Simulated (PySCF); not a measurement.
# What binds OH: the parts of the energy along the bond

State: ²Π, doublet, unpaired electrons π ↑. ROHF-based CCSD(T) in PySCF 2.14 with H aug-cc-pVTZ, O aug-cc-pVTZ and H aug-cc-pVQZ, O aug-cc-pVQZ (frozen core orbitals: 1; no relativity). Correlation energies are extrapolated as n⁻³ (n = 3, 4), Hartree–Fock as (n+1)·exp(−9√n). CV is the change on freezing 0 orbitals instead, in H cc-pVTZ, O cc-pwCVTZ. SR is the spin-free X2C energy in H cc-pVTZ-DK, O cc-pVTZ-DK less the non-relativistic one in H cc-pVTZ, O cc-pVTZ. All energies in eV from H + O.

```csv
R (Å),HF/CBS,CCSD corr.,(T),CV,SR,total
0.8606,-2.742,-1.472,-0.0594,-0.0112,0.0054,-4.279
0.8998,-2.941,-1.506,-0.0643,-0.0093,0.0055,-4.516
0.9389,-3.018,-1.541,-0.0694,-0.0077,0.0055,-4.630
0.9780,-2.999,-1.578,-0.0747,-0.0063,0.0054,-4.652
1.0171,-2.908,-1.615,-0.0802,-0.0050,0.0052,-4.603
1.0660,-2.718,-1.665,-0.0874,-0.0037,0.0050,-4.469
1.1149,-2.467,-1.716,-0.0950,-0.0025,0.0047,-4.276
```

A fit to the total gives Re = 0.9689 Å, De = 4.654 eV, ωe = 3751.9 cm⁻¹, Be = 18.94 cm⁻¹ (masses 1.0078 and 15.9949 u).

**Question.** At R = 0.9780 Å the CCSD correlation energy is -0.223260 hartree in the smaller basis and -0.236625 in the larger. Extrapolate it.

**Answer.** (4³·E4 − 3³·E3)/(4³ − 3³) = -0.24638 hartree; the larger basis holds 96.0 % of it.

The T1 diagnostic is 0.015. The state was picked by a PBE0 search and need not be the measured ground state. Spin–orbit coupling, excitations beyond (T) and corrections to the Born–Oppenheimer picture are left out.
